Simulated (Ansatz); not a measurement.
Process, species as SMILES: S (H2S) → H2S+ (doublet, bonded as S) + e-
B3LYP-D3(BJ)/def2-TZVP geometries, fixed; electronic energies without zero-point terms.

Basis-set convergence of the adiabatic ionisation energy at B2PLYP with Ansatz (a program for electronic structure). Cartesian d functions, on some or all atoms, in 6-31+G*, 6-311+G**; all else is spherical. Cores are frozen. Open shells are unrestricted. No added dispersion term, no relativity. Functions are those of the species that has most. Reference: the value in aug-cc-pV(5+d)Z, 10.378 eV, itself unsure by roughly 0.011 eV (its mean distance from pcseg-4, aug-pcseg-3, aug-cc-pV(Q+d)Z).

```json
[
 {"basis": "6-31G", "functions": "17", "adiabatic ionisation energy (eV)": "?"},
 {"basis": "pcseg-0", "functions": "17", "adiabatic ionisation energy (eV)": "?"},
 {"basis": "6-31+G*", "functions": "27", "adiabatic ionisation energy (eV)": "10.174"},
 {"basis": "pcseg-1", "functions": "28", "adiabatic ionisation energy (eV)": "10.221"},
 {"basis": "6-311+G**", "functions": "43", "adiabatic ionisation energy (eV)": "?"},
 {"basis": "aug-pcseg-1", "functions": "45", "adiabatic ionisation energy (eV)": "10.262"},
 {"basis": "def2-TZVPP", "functions": "70", "adiabatic ionisation energy (eV)": "?"},
 {"basis": "def2-TZVPPD", "functions": "85", "adiabatic ionisation energy (eV)": "10.338"},
 {"basis": "aug-cc-pV(T+d)Z", "functions": "101", "adiabatic ionisation energy (eV)": "10.352"},
 {"basis": "cc-pV(Q+d)Z", "functions": "124", "adiabatic ionisation energy (eV)": "10.356"},
 {"basis": "pcseg-3", "functions": "130", "adiabatic ionisation energy (eV)": "10.353"},
 {"basis": "pcseg-4", "functions": "227", "adiabatic ionisation energy (eV)": "10.371"},
 {"basis": "aug-cc-pV(5+d)Z", "functions": "296", "adiabatic ionisation energy (eV)": "10.378"}
]
```

Q: Some entries are withheld; supply them.

A: 
- 6-31G, adiabatic ionisation energy (eV): 10.244
- pcseg-0, adiabatic ionisation energy (eV): 10.331
- 6-311+G**, adiabatic ionisation energy (eV): 10.206
- def2-TZVPP, adiabatic ionisation energy (eV): 10.310
